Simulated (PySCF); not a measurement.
diphosphorus (P2), SMILES P#P. The structure is a stationary point at B3LYP-D3(BJ)/def2-TZVPD.

TDA-CAM-B3LYP/def2-TZVPD (PySCF 2.14.0) puts the lowest singlet excitations at 3.41, 3.76, 3.76, 4.40, 4.40, 6.90 eV and the lowest triplet (TDA) at 2.52 eV.

Q: What are the lowest singlet roots from EOM-CCSD/aug-cc-pVDZ in PySCF? (An estimate is asked for; the answer gives what the named calculation found.)

A: 4.19, 4.42, 4.42, 4.66, 4.66, 6.88 eV; triplets 2.67, 3.48, 3.48 eV. S1 differs by 0.78 eV (second minus first; roots are paired by order, and the bases may differ).
